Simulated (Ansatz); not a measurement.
For tetradymite Bi2Te3, rVV10 (Ansatz, an electronic-structure program, plane waves, PAW) gives:

- lattice parameter a: 4.491 Å
- lattice parameter c: 31.055 Å
- enthalpy of formation: -0.229 eV/atom

**Question.** What does r²SCAN+rVV10 (Ansatz, plane waves, PAW) give for the same quantities?

**Answer.** 
- lattice constant a: 4.394 Å (shrinks by 2.2 %)
- lattice parameter c: 31.391 Å (rises by 1.1 %)
- formation enthalpy: -0.271 eV/atom (moves by -0.042 eV/atom)

For comparison: lattice constant a 4.386 Å (measured, temperature not stated, no zero-point or thermal correction; as tabulated in Luo et al. (2012), arXiv:1308.1523); lattice parameter c 30.497 Å (measured, temperature not stated, no zero-point or thermal correction; as tabulated in Luo et al. (2012), arXiv:1308.1523); formation enthalpy -0.163 ± 0.004 eV/atom (measured, 298 K, copied from a table, unchecked, not corrected to a static lattice; as tabulated in Wang et al. (2021), doi:10.1038/s41598-021-94550-5).

Changes are worked out from the printed values.

Unless a cell is named, each level is at its own relaxed cell (rVV10 36.17, r²SCAN+rVV10 35.00 Å³/atom).

Levels without +SOC leave out spin–orbit coupling, which shifts energies and cells of such heavy elements.

Ansatz's density-functional and Hartree–Fock values are scalar-relativistic unless marked +SOC, with PAW data made under PBE.
